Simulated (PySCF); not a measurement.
# CH2S: excited-state relaxation, vibronic structure

What do calculations give for the excited-state relaxation, vibronic structure of CH2S (`C=S`)?

Programs: PySCF 2.14.0, with routines of our own; each step states its level. All values are computed. Atoms count from 0.

### Step 1. The system as given

4 atoms, charge 0, multiplicity 1; geometry from: GFN2-xTB.

### Step 2. Relaxing the molecule at BHandHLYP/def2-TZVP

Job settings and geometry (Å):

```
{"job": {"xc": "BHandHLYP", "basis": "def2-TZVP", "grid": 1, "kind": "geom"}, "charge": 0, "multiplicity": 1}
C     -0.114941     0.005328     0.002935
S      1.483938    -0.052156     0.134838
H     -0.612125     0.819079    -0.508706
H     -0.746638    -0.767478     0.421236
```

Launch:

```bash
$ OMP_NUM_THREADS=1 python excited_run.py task.json out
```

One launch serves the whole session: the jobs run in the order shown.

Standard output:

```text
step   0  E = -437.45938476  max force = 0.011680
step   1  E = -437.45946152  max force = 0.004617
step   2  E = -437.45954798  max force = 0.002456
step   3  E = -437.45956943  max force = 0.000433
step   4  E = -437.45956952  max force = 0.000242
optimisation converged
```

Run time: 3.4 s. Hardware: 1 thread of Arm Neoverse V1, shared host; peak memory 0.33 GiB.

The steps of the relaxation:

```csv
step,energy from step 0 (eV),largest force component (eV/Å)
0,0.0000,0.6006
1,-0.0021,0.2374
2,-0.0044,0.1263
3,-0.0050,0.0223
4,-0.0050,0.0124
```

Distances of close pairs at the start and the end, largest changes first:

```csv
bond,before (Å),after (Å),change (Å)
C0–S1,1.605,1.592,-0.014
C0–H3,1.082,1.080,-0.002
C0–H2,1.082,1.080,-0.002
```

The next job starts from the end point, and lists it.

```csv
at the end point,value
point group (found at 0.08 Å tolerance),C2v
"rotational constants (GHz, main isotopes)","300.0, 18.120, 17.088"
dipole moment (D),1.82
```

### Step 3. Excited-state relaxation: TDA BHandHLYP/def2-TZVP

Job settings and geometry (Å):

```
{"job": {"kind": "xopt", "state": "S1", "method": "TDA", "freq": true, "xc": "BHandHLYP", "basis": "def2-TZVP", "grid": 1}, "charge": 0, "multiplicity": 1}
C     -0.092974     0.045533    -0.020564
S      1.285554    -0.598472     0.446755
H     -0.136810     0.974046    -0.570776
H     -1.045613    -0.415846     0.194602
```

Method: TDA BHandHLYP/def2-TZVP excited-state geometry optimisation, gas phase.

Standard output:

```text
final grid: 16440 points
cycle   1  E = -437.4375063889  dE =  1.341e-01  |g| = 2.434e-01  |ddm| = 1.499e+00
cycle   2  E = -437.4262936856  dE =  1.121e-02  |g| = 3.501e-01  |ddm| = 4.758e-01
cycle   3  E = -437.4593651642  dE = -3.307e-02  |g| = 2.206e-02  |ddm| = 2.536e-01
cycle   4  E = -437.4595317274  dE = -1.666e-04  |g| = 1.080e-02  |ddm| = 4.215e-02
cycle   5  E = -437.4595671310  dE = -3.540e-05  |g| = 2.542e-03  |ddm| = 1.240e-02
cycle   6  E = -437.4595691904  dE = -2.059e-06  |g| = 8.790e-04  |ddm| = 3.957e-03
cycle   7  E = -437.4595695092  dE = -3.189e-07  |g| = 1.991e-04  |ddm| = 1.983e-03
cycle   8  E = -437.4595695239  dE = -1.468e-08  |g| = 3.315e-05  |ddm| = 3.580e-04
cycle   9  E = -437.4595695243  dE = -3.855e-10  |g| = 4.802e-06  |ddm| = 3.779e-05
converged SCF energy = -437.4595695243

vertical S1 at the ground-state geometry: 2.4060 eV
step    E(state)/Eh    max force   excitation/eV  root
  0    -437.37075962   0.034052     2.3978      1
  1    -437.37319314   0.006388     2.3025      1
  2    -437.37324700   0.002517     2.2913      1
  3    -437.37326152   0.000711     2.2818      1
  4    -437.37326107   0.000104     2.2830      1
optimisation converged
vertical emission 2.2830 eV, adiabatic 2.3486 eV, Stokes shift 0.1230 eV, reorganisation 0.0574 (excited) and 0.0656 eV (ground)
zero-point change -0.0646 eV, 0-0 energy 2.2840 eV
frequencies of the excited state (cm-1): 440 812 990 1424 3214 3317
```

Wall time 45 s (1 thread of Arm Neoverse V1, shared host); peak memory 0.35 GiB.

In short:

```csv
quantity,value
"vertical absorption, S1",2.41 eV
"adiabatic energy, S1",2.35 eV
"vertical emission, S1",2.28 eV
"Stokes shift, S1",0.12 eV
"geometry moved (RMSD), S1",0.024 Å
```

Bonds of the start that changed most:

| bond | start (Å) | end (Å) |
| --- | --- | --- |
| C0–S1 | 1.592 | 1.646 |
| C0–H2 | 1.080 | 1.075 |
| C0–H3 | 1.080 | 1.075 |

### Step 4. Excited-state relaxation: UKS BHandHLYP/def2-TZVP

Job settings and geometry (Å):

```
{"job": {"kind": "xopt", "state": "T1", "method": "UKS", "freq": true, "xc": "BHandHLYP", "basis": "def2-TZVP", "grid": 1}, "charge": 0, "multiplicity": 1}
C     -0.092974     0.045533    -0.020564
S      1.285554    -0.598472     0.446755
H     -0.136810     0.974046    -0.570776
H     -1.045613    -0.415846     0.194602
```

Level: UKS BHandHLYP/def2-TZVP excited-state geometry optimisation, gas phase.

Standard output:

```text
final grid: 16440 points
cycle   1  E = -437.4375063889  dE =  1.341e-01  |g| = 2.434e-01  |ddm| = 1.499e+00
cycle   2  E = -437.4262936856  dE =  1.121e-02  |g| = 3.501e-01  |ddm| = 4.758e-01
cycle   3  E = -437.4593651642  dE = -3.307e-02  |g| = 2.206e-02  |ddm| = 2.536e-01
cycle   4  E = -437.4595317274  dE = -1.666e-04  |g| = 1.080e-02  |ddm| = 4.215e-02
cycle   5  E = -437.4595671310  dE = -3.540e-05  |g| = 2.542e-03  |ddm| = 1.240e-02
cycle   6  E = -437.4595691904  dE = -2.059e-06  |g| = 8.790e-04  |ddm| = 3.957e-03
cycle   7  E = -437.4595695092  dE = -3.189e-07  |g| = 1.991e-04  |ddm| = 1.983e-03
cycle   8  E = -437.4595695239  dE = -1.468e-08  |g| = 3.315e-05  |ddm| = 3.580e-04
cycle   9  E = -437.4595695243  dE = -3.855e-10  |g| = 4.802e-06  |ddm| = 3.779e-05
converged SCF energy = -437.4595695243

vertical T1 at the ground-state geometry: 1.6248 eV
step    E(state)/Eh    max force   <S^2>
  0    -437.39957591   0.048245    2.0126
  1    -437.40421455   0.012554    2.0130
  2    -437.40444572   0.006014    2.0130
  3    -437.40451352   0.000505    2.0131
  4    -437.40451784   0.000220    2.0131
optimisation converged
vertical emission 1.3351 eV, adiabatic 1.4980 eV, Stokes shift 0.2897 eV, reorganisation 0.1267 (excited) and 0.1630 eV (ground)
zero-point change -0.0951 eV, 0-0 energy 1.4029 eV
frequencies of the excited state (cm-1): 36 801 876 1415 3230 3347
```

It took 29 s on 1 thread of Arm Neoverse V1, shared host; peak memory 0.35 GiB.

In short:

```csv
quantity,value
"vertical gap at the ground-state geometry, T1",1.62 eV
"adiabatic energy, T1",1.50 eV
"vertical gap at the relaxed geometry, T1",1.34 eV
"difference of the two gaps, T1",0.29 eV
"geometry moved (RMSD), T1",0.040 Å
```

Bonds of the start that changed most:

```
 bond  start (Å)  end (Å)
C0–S1      1.592    1.680
C0–H2      1.080    1.073
C0–H3      1.080    1.073
```

### Step 5. Excited-state relaxation: TDA BHandHLYP/def2-TZVP

Job settings and geometry (Å):

```
{"job": {"kind": "xopt", "state": "T1", "method": "TDA", "xc": "BHandHLYP", "basis": "def2-TZVP", "grid": 1}, "charge": 0, "multiplicity": 1}
C     -0.092974     0.045533    -0.020564
S      1.285554    -0.598472     0.446755
H     -0.136810     0.974046    -0.570776
H     -1.045613    -0.415846     0.194602
```

With the program's defaults for keys left out, this is: TDA BHandHLYP/def2-TZVP excited-state geometry optimisation, gas phase.

Standard output:

```text
final grid: 16440 points
cycle   1  E = -437.4375063889  dE =  1.341e-01  |g| = 2.434e-01  |ddm| = 1.499e+00
cycle   2  E = -437.4262936856  dE =  1.121e-02  |g| = 3.501e-01  |ddm| = 4.758e-01
cycle   3  E = -437.4593651642  dE = -3.307e-02  |g| = 2.206e-02  |ddm| = 2.536e-01
cycle   4  E = -437.4595317274  dE = -1.666e-04  |g| = 1.080e-02  |ddm| = 4.215e-02
cycle   5  E = -437.4595671310  dE = -3.540e-05  |g| = 2.542e-03  |ddm| = 1.240e-02
cycle   6  E = -437.4595691904  dE = -2.059e-06  |g| = 8.790e-04  |ddm| = 3.957e-03
cycle   7  E = -437.4595695092  dE = -3.189e-07  |g| = 1.991e-04  |ddm| = 1.983e-03
cycle   8  E = -437.4595695239  dE = -1.468e-08  |g| = 3.315e-05  |ddm| = 3.580e-04
cycle   9  E = -437.4595695243  dE = -3.855e-10  |g| = 4.802e-06  |ddm| = 3.779e-05
converged SCF energy = -437.4595695243

vertical T1 at the ground-state geometry: 1.7915 eV
step    E(state)/Eh    max force   excitation/eV  root
  0    -437.39340805   0.030578     1.7815      1
  1    -437.39554146   0.004308     1.6931      1
  2    -437.39557748   0.001474     1.6886      1
  3    -437.39558565   0.000682     1.6856      1
  4    -437.39558586   0.000118     1.6845      1
optimisation converged
vertical emission 1.6845 eV, adiabatic 1.7411 eV, Stokes shift 0.1069 eV, reorganisation 0.0504 (excited) and 0.0566 eV (ground)
```

It took 6.6 s on 1 thread of Arm Neoverse V1, shared host; peak memory 0.35 GiB.

From this job:

```
                                     quantity    value
vertical gap at the ground-state geometry, T1  1.79 eV
                         adiabatic energy, T1  1.74 eV
     vertical gap at the relaxed geometry, T1  1.68 eV
               difference of the two gaps, T1  0.11 eV
                    geometry moved (RMSD), T1  0.021 Å
```

Bonds of the start that changed most:

```csv
bond,start (Å),end (Å)
C0–S1,1.592,1.641
C0–H3,1.080,1.073
C0–H2,1.080,1.074
```

### Step 6. Vibronic structure: TDA BHandHLYP/def2-TZVP

Job settings and geometry (Å):

```
{"job": {"kind": "vib", "tda": true, "freq": true, "xc": "BHandHLYP", "basis": "def2-TZVP", "grid": 1}, "charge": 0, "multiplicity": 1}
C     -0.092974     0.045533    -0.020564
S      1.285554    -0.598472     0.446755
H     -0.136810     0.974046    -0.570776
H     -1.045613    -0.415846     0.194602
```

Method: TDA BHandHLYP/def2-TZVP vertical-gradient vibronic structure (displaced harmonic oscillators, Condon), gas phase.

Standard output:

```text
final grid: 16440 points
cycle   1  E = -437.4375063889  dE =  1.341e-01  |g| = 2.434e-01  |ddm| = 1.499e+00
cycle   2  E = -437.4262936856  dE =  1.121e-02  |g| = 3.501e-01  |ddm| = 4.758e-01
cycle   3  E = -437.4593651642  dE = -3.307e-02  |g| = 2.206e-02  |ddm| = 2.536e-01
cycle   4  E = -437.4595317274  dE = -1.666e-04  |g| = 1.080e-02  |ddm| = 4.215e-02
cycle   5  E = -437.4595671310  dE = -3.540e-05  |g| = 2.542e-03  |ddm| = 1.240e-02
cycle   6  E = -437.4595691904  dE = -2.059e-06  |g| = 8.790e-04  |ddm| = 3.957e-03
cycle   7  E = -437.4595695092  dE = -3.189e-07  |g| = 1.991e-04  |ddm| = 1.983e-03
cycle   8  E = -437.4595695239  dE = -1.468e-08  |g| = 3.315e-05  |ddm| = 3.580e-04
cycle   9  E = -437.4595695243  dE = -3.855e-10  |g| = 4.802e-06  |ddm| = 3.779e-05
converged SCF energy = -437.4595695243

Singlet excitations (eV, f): 2.406 (0.0000)  6.869 (0.2544)  7.110 (0.0098)  7.339 (0.0010)  8.330 (0.0287)  8.828 (0.2823)

State S1  2.4059 eV  f = 0.00000  H->L 0.99
  relaxed dipole 0.626 D, largest gradient of the excitation energy 0.0396 Eh/bohr
  mode    cm-1        S   lambda/meV  Raman
    3   1143.9    0.2859      40.5   1.000
    4   1554.3    0.0480       9.2   0.310
  reorganisation energy 0.0509 eV, total S 0.337, 0-0 2.3551 eV
  absorption maximum 2.355 eV, width 0.038 eV

State S2  6.8694 eV  f = 0.25442  H-1->L 0.88
  relaxed dipole 1.548 D, largest gradient of the excitation energy 0.1144 Eh/bohr
  mode    cm-1        S   lambda/meV  Raman
    3   1143.9    3.3043     468.6   1.000
    4   1554.3    0.1024      19.7   0.057
  reorganisation energy 0.4884 eV, total S 3.407, 0-0 6.3810 eV
  absorption maximum 6.807 eV, width 0.580 eV

State S6  8.8277 eV  f = 0.28234  H->L+2 0.95
  relaxed dipole 3.793 D, largest gradient of the excitation energy 0.0432 Eh/bohr
  mode    cm-1        S   lambda/meV  Raman
    5   3166.0    0.2371      93.1   1.000
    3   1143.9    0.2612      37.0   0.144
    4   1554.3    0.1094      21.1   0.111
  reorganisation energy 0.1512 eV, total S 0.608, 0-0 8.6765 eV
  absorption maximum 8.677 eV, width 0.038 eV

State T1  1.7915 eV  f = 0.00000  H->L 0.99
  relaxed dipole 0.331 D, largest gradient of the excitation energy 0.0389 Eh/bohr
  mode    cm-1        S   lambda/meV  Raman
    3   1143.9    0.2238      31.7   1.000
    4   1554.3    0.0602      11.6   0.496
  reorganisation energy 0.0453 eV, total S 0.289, 0-0 1.7462 eV
  absorption maximum 1.746 eV, width 0.038 eV
```

It took 2 s on 1 thread of Arm Neoverse V1, shared host; peak memory 0.37 GiB.

### Step 7. What came out

```
                                                                                                    quantity                     value
                                                                                                 point group                       C2v
                                                                        rotational constants (main isotopes)  299.96, 18.12, 17.09 GHz
                                                   vertical absorption, S1 (step 3, TDA BHandHLYP/def2-TZVP)                   2.41 eV
                                                      adiabatic energy, S1 (step 3, TDA BHandHLYP/def2-TZVP)                   2.35 eV
                                                     vertical emission, S1 (step 3, TDA BHandHLYP/def2-TZVP)                   2.28 eV
                                                          Stokes shift, S1 (step 3, TDA BHandHLYP/def2-TZVP)                   0.12 eV
                             vertical gap at the ground-state geometry, T1 (step 4, UKS BHandHLYP/def2-TZVP)                   1.62 eV
                                                      adiabatic energy, T1 (step 4, UKS BHandHLYP/def2-TZVP)                   1.50 eV
                                  vertical gap at the relaxed geometry, T1 (step 4, UKS BHandHLYP/def2-TZVP)                   1.34 eV
                                            difference of the two gaps, T1 (step 4, UKS BHandHLYP/def2-TZVP)                   0.29 eV
                             vertical gap at the ground-state geometry, T1 (step 5, TDA BHandHLYP/def2-TZVP)                   1.79 eV
                                                      adiabatic energy, T1 (step 5, TDA BHandHLYP/def2-TZVP)                   1.74 eV
                                  vertical gap at the relaxed geometry, T1 (step 5, TDA BHandHLYP/def2-TZVP)                   1.68 eV
                                            difference of the two gaps, T1 (step 5, TDA BHandHLYP/def2-TZVP)                   0.11 eV
S1: vertical, reorganisation, 0-0, total S (step 6, TDA BHandHLYP/def2-TZVP, modes from BHandHLYP/def2-TZVP)  2.41, 0.05, 2.36 eV; 0.3
S2: vertical, reorganisation, 0-0, total S (step 6, TDA BHandHLYP/def2-TZVP, modes from BHandHLYP/def2-TZVP)  6.87, 0.49, 6.38 eV; 3.4
S6: vertical, reorganisation, 0-0, total S (step 6, TDA BHandHLYP/def2-TZVP, modes from BHandHLYP/def2-TZVP)  8.83, 0.15, 8.68 eV; 0.6
```

In words: The optimisation took 4 steps and gained 0.005 eV; among the close pairs (by a distance rule), C0–S1 changed most, from 1.605 to 1.592 Å. In step 3 (excited-state relaxation), among the bonds C0–S1 changes most, from 1.592 to 1.646 Å. In step 4 (excited-state relaxation), among the bonds C0–S1 changes most, from 1.592 to 1.680 Å. Where no frequencies were run, the relaxed excited state may be a saddle. In step 5 (excited-state relaxation), among the bonds C0–S1 changes most, from 1.592 to 1.641 Å. The vibronic model keeps the ground-state modes and shifts them along the gradient alone, so it can miss much of the relaxation that a full optimisation finds. ΔSCF (UKS) and response values aren't on one footing and may follow different states, so their differences aren't method errors alone, and singlets and triplets from the two don't rank.
